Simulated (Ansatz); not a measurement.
## SiPH4 (SMILES [SiH2]P): methods side by side

The species is SiPH4 (6 atoms), meant as a doublet with charge 0. SMILES: `[SiH2]P`. The coordinates come from a GFN2-xTB relaxation. This is one conformer, not always the lowest.

```xyz
6

Si    0.1270   -0.9861   -0.1047
P    -0.3387    1.1700    0.1422
H    -0.3006   -1.7247    1.0879
H    -0.5793   -1.5143   -1.2763
H     0.4347    1.6172   -0.9153
H     0.6569    1.4380    1.0661
```

Each level gives the energy change with the Si1–H3 bond stretched from 1.467 to 2.200 Å (eV). The values are calculated.

```csv
level,kind,program,value (eV),less FCI/STO-3G
UHF/STO-3G,Hartree–Fock,Ansatz,3.20,+0.52
USVWN5/STO-3G,LDA,Ansatz,2.71,+0.03
U-revPBE/STO-3G,GGA,Ansatz,2.56,-0.12
UBLYP/STO-3G,GGA,Ansatz,2.49,-0.19
U-r2SCAN/STO-3G,meta-GGA,Ansatz,2.81,+0.13
U-wB97M-V/STO-3G,range-separated hybrid,Ansatz,3.00,+0.32
UB2PLYP/STO-3G,double hybrid,Ansatz,3.01,+0.33
UCCSD(T)/STO-3G,coupled cluster or CI,Ansatz,2.70,+0.02
FCI/STO-3G,exact in the basis,Ansatz,2.68,0.00
```

FCI/STO-3G is exact within its basis and frozen core, so for wave-function methods in that basis the difference is their error; functionals converge differently with the basis, so for them it is only a difference. The first shape isn't each level's own minimum. The values span 2.49 to 3.20 eV. Spin contamination of the reference (⟨S²⟩ at least 0.1 too high) touches UHF/STO-3G, UB2PLYP/STO-3G, UCCSD(T)/STO-3G. All rows use very small basis sets, so even the best lies far from the true value.
